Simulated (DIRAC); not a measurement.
# HF (hydrogen fluoride): an attempt with DIRAC

Wanted: a geometry optimisation of HF (hydrogen fluoride).

The results are computed with DIRAC 26.1 (patched).

11 further runs of the same task are left out: 3 that didn't finish, 8 set aside as unsound or not needed.

### 1 The structure to begin with

HF has 2 atoms, charge 0, and is taken as a singlet. SMILES: `F`. Geometry: relaxed at PBE0-D4/def2-TZVP. The run starts from this shape.

Bond lengths: F1–H2 0.920 Å.

### 2 The run

FH.xyz reads:

```xyz
2
FH
F       0.00000000      0.00000000      0.00000000
H       0.00000000      0.00000000      0.91996100
```

calc.inp reads:

```
**DIRAC
.TITLE
 FH PBE50
.OPTIMIZE
.WAVE FUNCTION
*OPTIMIZE
.NO SKIP
.MAX IT
 30
.PSB
**HAMILTONIAN
.NONREL
.DFT
GGAKEY PBEx=0.5 HF=0.5 PBEc=1.0
**INTEGRALS
.NUCMOD
 1
**WAVE FUNCTION
.SCF
**MOLECULE
*BASIS
.DEFAULT
def2_tzvp
*END OF INPUT
```

The run is started by

```
$ pam --inp=calc.inp --mol=FH.xyz --noarch --mw=163 --aw=368
```

The log of the run:

```text
Jobs in this run:
   * Geometry optimization
   * Wave function

 Chosen parameters for OPTIMI:
 -----------------------------

 1st order method with PSB update will be used.
 Optimization will be performed in Cartesian coordinates (by default).
 The approximate model Hessian defined by Roland Lindh
 will be used as initial Hessian.
 The model Hessian parameters of Roland Lindh will be used
 except that reference distance is calculated from covalent/metallic radii

 Print level in *OPTIMI  :         0
 Maximum # of geometry optimization iterations:        30

 Trust region method will be used to control step (default).

 Convergence threshold for gradient set to :      1.00D-04
 Convergence threshold for energy set to   :      1.00D-06
 Convergence threshold for step set to     :      0.10D-03

 * Contributions to the molecular gradient from
   - LL-integrals.
   - LS-integrals.
   - SS-integrals.
 * Screening threshold in gradient calculation 1.00D-10
   (default value of 1.0e-6 * gradient convergence threshold)
 * Print level in molecular gradient evaluation :    0

    **************************************************************************
    ************************** General DIRAC set-up **************************
    **************************************************************************

[... 113 lines left out ...]
  Nuclear contribution to electric dipole moment :    0.000000000000    0.000000000000    0.862708101022 a.u.;  origin (0,0,0)
[... 99 lines left out ...]
 - Dipole (and multipole) origin (a.u.) :   0.000000000000000   0.000000000000000   0.000000000000000
[... 48 lines left out ...]
   to improve convergence (default value).
[... 2 lines left out ...]
 * Convergence on norm of error vector (gradient).
[... 1 line left out ...]
   Allowed convergence:1.000D-06
[... 5 lines left out ...]
 * DIIS will be activated when convergence reaches : 1.00D+20
[... 4 lines left out ...]
 * No quadratic convergent Hartree-Fock
[... 14 lines left out ...]
                      Nuclear contribution to dipole moments
                      --------------------------------------

                               au             Debye

                    z      0.86270810      2.19278527

                        1 a.u. =   2.54174647 Debye

                       Generating Lowdin canonical matrix:
                       -----------------------------------

   L   A1    * Deleted:          3(Proj:          3, Lindep:          0) Smin: 0.16E-01
   L   B1    * Deleted:          1(Proj:          1, Lindep:          0) Smin: 0.19E+00
   L   B2    * Deleted:          1(Proj:          1, Lindep:          0) Smin: 0.19E+00
   L   A2    * Deleted:          0(Proj:          0, Lindep:          0) Smin: 0.49E+00

 WARNING : linear symmetry is not implemented for spinfree yet
           continue calculation in lower symmetry

      **********************************************************************
      ************************* Orbital dimensions *************************
      **********************************************************************

No. of positive energy orbitals (NESH):    37
No. of negative energy orbitals (NPSH):     0
Total no. of orbitals           (NORB):    37

  --- SEVERE ERROR, PROGRAM WILL BE ABORTED ---

 error in geometry optimization: analytical gradient not implemented for DFT with symmetry. Try .NUMGRA

 ====  below this line is the stderr stream  ====

  --- SEVERE ERROR, PROGRAM WILL BE ABORTED ---
 error in geometry optimization: analytical gradient not implemented for DFT with symmetry. Try .NUMGRA
STOP 1000

  --- SEVERE ERROR, PROGRAM WILL BE ABORTED ---
 error in geometry optimization: analytical gradient not implemented for DFT with symmetry. Try .NUMGRA
STOP 1000
```

It took 0.08 s on 1 thread of Intel Xeon 6975P-C (Granite Rapids), shared host.

### 3 What went wrong

The job stopped with an error part of the way.

The log says `error in geometry optimization: analytical gradient not implemented for DFT with symmetry. Try .NUMGRA`. As typed, the program can't run this.
